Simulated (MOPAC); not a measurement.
MOPAC input (AM1):

```
AM1 FORCE THERMO(298,298) PRECISE LET UHF MS=0.5 GEO-OK AUX(PRECISION=9) THREADS=1
C2H5S

C     1.49665613 1    0.70210718 1   -0.05861139 1
C     0.06931005 1    0.59335198 1   -0.35318795 1
S    -0.78803150 1   -0.63635689 1    0.28523219 1
H    -1.98586848 1   -0.37925976 1   -0.20627292 1
H    -0.36488466 1    1.35764726 1   -1.00089398 1
H     1.71419901 1    1.67934340 1    0.44519757 1
H     1.85112360 1   -0.12245064 1    0.60986997 1
H     2.09158567 1    0.66366773 1   -1.00766326 1
```

From the last part of the output:

```
     H    8   0.553217   5.318536

          HEAT OF FORMATION =       8.648184 KCALS/MOLE

          ZERO POINT ENERGY      37.853 KCAL/MOL

           NORMAL COORDINATE ANALYSIS (Total motion = 1 Angstrom)

   Root No.       1         2         3         4         5         6         7         8

                 1 A"      2 A"      1 A'      3 A"      2 A'      3 A'      4 A"      4 A'

                 126.7     286.2     301.9     671.2     772.2     972.4    1013.7    1083.2

           1   -0.0000    0.0000   -0.0651    0.0000    0.0548   -0.0282    0.0000   -0.0144
           2    0.0000   -0.0000   -0.0800   -0.0000    0.0346    0.0190   -0.0000   -0.0416
           3   -0.0065    0.0266   -0.0000    0.0018   -0.0000   -0.0000   -0.0723    0.0000
           4   -0.0000    0.0000   -0.0653    0.0000    0.0301    0.0047    0.0000    0.0009
           5    0.0000   -0.0000    0.0730   -0.0000    0.1406   -0.0047    0.0000    0.0510
           6    0.0461   -0.0423   -0.0000   -0.0916    0.0000    0.0000    0.0537   -0.0000
           7    0.0000   -0.0000    0.0558   -0.0000   -0.0359    0.0106   -0.0000    0.0008
           8   -0.0000    0.0000    0.0173    0.0000   -0.0611   -0.0127    0.0000   -0.0189
           9   -0.0166   -0.0168    0.0000    0.0121    0.0000   -0.0000   -0.0010   -0.0000
          10   -0.0000   -0.0000    0.0070   -0.0000   -0.0391    0.1436   -0.0000    0.0580
          11    0.0000    0.0000   -0.1395    0.0000   -0.0840    0.4522    0.0000    0.1710
          12    0.0250    0.6375    0.0000   -0.0346    0.0000    0.0000   -0.0085   -0.0000
          13   -0.0000    0.0000   -0.0359    0.0000   -0.0251   -0.1271    0.0000    0.1503
          14    0.0000   -0.0000    0.0802    0.0000    0.1011   -0.0721    0.0000    0.1265
          15    0.1085   -0.0678    0.0000    0.5620    0.0000    0.0000   -0.0497   -0.0000
          16   -0.0364    0.0525    0.0038    0.1068    0.1732    0.0505    0.3358   -0.1354
          17   -0.2285   -0.0160   -0.1352   -0.0086   -0.0533   -0.0481    0.0035    0.0658
          18   -0.1578    0.0406   -0.0013    0.0464    0.0026   -0.0019    0.0989    0.0016
          19   -0.0000    0.0000   -0.1992   -0.0000   -0.1513   -0.1753   -0.0000    0.1988
          20    0.0000    0.0000   -0.1381   -0.0000   -0.0556   -0.0511   -0.0000    0.0607
          21    0.2372    0.0724   -0.0000    0.0643   -0.0000   -0.0000    0.1146    0.0000
          22    0.0364   -0.0525    0.0038   -0.1068    0.1732    0.0505   -0.3358   -0.1354
          23    0.2285    0.0160   -0.1352    0.0086   -0.0533   -0.0481   -0.0035    0.0658
          24   -0.1578    0.0406    0.0013    0.0464   -0.0026    0.0019    0.0989   -0.0015

   Root No.       9        10        11        12        13        14        15        16

                 5 A'      6 A'      7 A'      5 A"      8 A'      9 A'      6 A"     10 A'

                1231.8    1362.1    1373.5    1378.9    1455.5    2029.5    3027.4    3040.6

           1   -0.0328   -0.0296   -0.0197   -0.0000    0.1240    0.0019   -0.0000   -0.0002
           2    0.0480    0.0041   -0.0406    0.0000   -0.0048    0.0003    0.0000   -0.0478
           3   -0.0000    0.0000   -0.0000   -0.0422    0.0000    0.0000   -0.0554   -0.0000
           4   -0.0012    0.1015    0.0233   -0.0000   -0.0810   -0.0045   -0.0000   -0.0019
           5   -0.0433    0.0126    0.0003    0.0000   -0.0072   -0.0009    0.0000    0.0002
           6    0.0000   -0.0000    0.0000   -0.0021   -0.0000   -0.0000   -0.0019    0.0000
           7    0.0013   -0.0041   -0.0005    0.0000    0.0026   -0.0276    0.0000    0.0002
           8   -0.0061    0.0005    0.0008   -0.0000   -0.0004    0.0085   -0.0000    0.0002
           9    0.0000    0.0000    0.0000    0.0000    0.0000    0.0000   -0.0000    0.0000
          10    0.0090   -0.0207   -0.0044    0.0000    0.0122    0.9162    0.0000    0.0003
          11    0.0035   -0.0817   -0.0209   -0.0000    0.0593   -0.2632   -0.0000    0.0001
          12    0.0000   -0.0000    0.0000   -0.0015   -0.0000   -0.0000   -0.0003    0.0000
          13    0.5005   -0.0433   -0.0160   -0.0000    0.0004   -0.0089   -0.0000    0.0104
          14    0.2218   -0.0610   -0.0206   -0.0000    0.0289    0.0007   -0.0000   -0.0250
          15    0.0000   -0.0000    0.0000    0.0007   -0.0000   -0.0000   -0.0007    0.0000
          16    0.0437   -0.2305    0.0705   -0.1420   -0.1873    0.0005   -0.1673    0.0895
          17   -0.0229   -0.0022    0.2832    0.2153    0.0986   -0.0003   -0.2285    0.0978
          18   -0.0034   -0.0884    0.2111    0.0497   -0.0511   -0.0003    0.3576   -0.2095
          19   -0.2324   -0.2001   -0.1469   -0.0000   -0.2336    0.0010    0.0000   -0.1705
          20   -0.0427   -0.0663   -0.0705    0.0000   -0.1293    0.0001    0.0000    0.3914
          21   -0.0000    0.0000   -0.0000    0.4283    0.0000    0.0000   -0.0294   -0.0000
          22    0.0437   -0.2305    0.0705    0.1420   -0.1873    0.0005    0.1673    0.0895
          23   -0.0229   -0.0021    0.2832   -0.2152    0.0986   -0.0003    0.2285    0.0978
          24    0.0034    0.0884   -0.2111    0.0497    0.0511    0.0004    0.3575    0.2095

   Root No.      17        18

                11 A'     12 A'

                3132.7    3218.5

           1    0.0228    0.0042
           2   -0.0024   -0.0050
           3   -0.0000    0.0000
           4    0.0018    0.0305
           5    0.0030   -0.0578
           6    0.0000   -0.0000
           7   -0.0000    0.0003
           8   -0.0000   -0.0007
           9   -0.0000    0.0000
          10   -0.0001   -0.0031
          11   -0.0005   -0.0012
          12    0.0000   -0.0000
          13    0.0173   -0.3816
          14   -0.0351    0.7305
          15    0.0001   -0.0000
          16   -0.0944   -0.0043
          17   -0.1436   -0.0098
          18    0.2430    0.0130
          19   -0.1199   -0.0282
          20    0.3168    0.0601
          21   -0.0001    0.0000
          22   -0.0944   -0.0043
          23   -0.1437   -0.0098
          24   -0.2430   -0.0130

           MASS-WEIGHTED COORDINATE ANALYSIS (NORMAL COORDINATES)

   Root No.       1         2         3         4         5         6         7         8

                 1 A"      2 A"      1 A'      3 A"      2 A'      3 A'      4 A"      4 A'

                 126.7     286.2     301.9     671.2     772.2     972.4    1013.7    1083.2

           1   -0.0000    0.0000   -0.3270    0.0000    0.2512   -0.1742    0.0000   -0.1049
           2    0.0000   -0.0000   -0.4021   -0.0000    0.1587    0.1175   -0.0001   -0.3025
           3   -0.0441    0.1346   -0.0000    0.0092   -0.0000   -0.0000   -0.4173    0.0001
           4   -0.0000    0.0000   -0.3279    0.0000    0.1377    0.0289    0.0000    0.0062
           5    0.0000   -0.0000    0.3667   -0.0000    0.6444   -0.0290    0.0000    0.3708
           6    0.3122   -0.2143   -0.0000   -0.4698    0.0000    0.0001    0.3100   -0.0000
           7    0.0000   -0.0000    0.4577   -0.0000   -0.2689    0.1073   -0.0000    0.0095
           8   -0.0000    0.0000    0.1423    0.0000   -0.4574   -0.1280    0.0000   -0.2249
           9   -0.1833   -0.1395    0.0000    0.1016    0.0000   -0.0000   -0.0098   -0.0000
          10   -0.0000   -0.0000    0.0102   -0.0000   -0.0520    0.2569   -0.0000    0.1221
          11    0.0000    0.0000   -0.2029    0.0000   -0.1115    0.8088    0.0000    0.3604
          12    0.0490    0.9355    0.0000   -0.0514    0.0000    0.0000   -0.0143   -0.0000
          13   -0.0000    0.0000   -0.0523    0.0000   -0.0333   -0.2274    0.0000    0.3167
          14    0.0000   -0.0000    0.1167    0.0000    0.1343   -0.1289    0.0000    0.2666
          15    0.2127   -0.0995    0.0000    0.8348    0.0000    0.0000   -0.0832   -0.0000
          16   -0.0714    0.0770    0.0056    0.1586    0.2300    0.0902    0.5617   -0.2853
          17   -0.4480   -0.0235   -0.1968   -0.0128   -0.0708   -0.0860    0.0058    0.1387
          18   -0.3093    0.0596   -0.0019    0.0689    0.0034   -0.0035    0.1655    0.0033
          19   -0.0000    0.0000   -0.2899   -0.0000   -0.2008   -0.3136   -0.0000    0.4188
          20    0.0000    0.0000   -0.2010   -0.0000   -0.0738   -0.0914   -0.0000    0.1279
          21    0.4651    0.1063   -0.0000    0.0956   -0.0000   -0.0000    0.1918    0.0000
          22    0.0714   -0.0770    0.0056   -0.1586    0.2300    0.0903   -0.5617   -0.2854
          23    0.4480    0.0235   -0.1968    0.0128   -0.0708   -0.0861   -0.0058    0.1388
          24   -0.3093    0.0596    0.0019    0.0689   -0.0034    0.0035    0.1655   -0.0033

   Root No.       9        10        11        12        13        14        15        16

                 5 A'      6 A'      7 A'      5 A"      8 A'      9 A'      6 A"     10 A'

                1231.8    1362.1    1373.5    1378.9    1455.5    2029.5    3027.4    3040.6

           1   -0.1740   -0.1824   -0.1207   -0.0000    0.6504    0.0069   -0.0000   -0.0009
           2    0.2543    0.0254   -0.2487    0.0000   -0.0250    0.0010    0.0000   -0.2856
           3   -0.0001    0.0000   -0.0000   -0.2486    0.0000    0.0000   -0.2841   -0.0000
           4   -0.0062    0.6243    0.1425   -0.0000   -0.4248   -0.0160   -0.0000   -0.0115
           5   -0.2294    0.0773    0.0021    0.0000   -0.0380   -0.0031    0.0000    0.0011
           6    0.0000   -0.0001    0.0000   -0.0126   -0.0000   -0.0000   -0.0098    0.0000
           7    0.0111   -0.0413   -0.0051    0.0000    0.0224   -0.1611    0.0000    0.0017
           8   -0.0524    0.0046    0.0080   -0.0000   -0.0035    0.0495   -0.0000    0.0015
           9    0.0000    0.0000    0.0000    0.0002    0.0000    0.0000   -0.0004    0.0000
          10    0.0138   -0.0369   -0.0078    0.0000    0.0186    0.9472    0.0000    0.0005
```
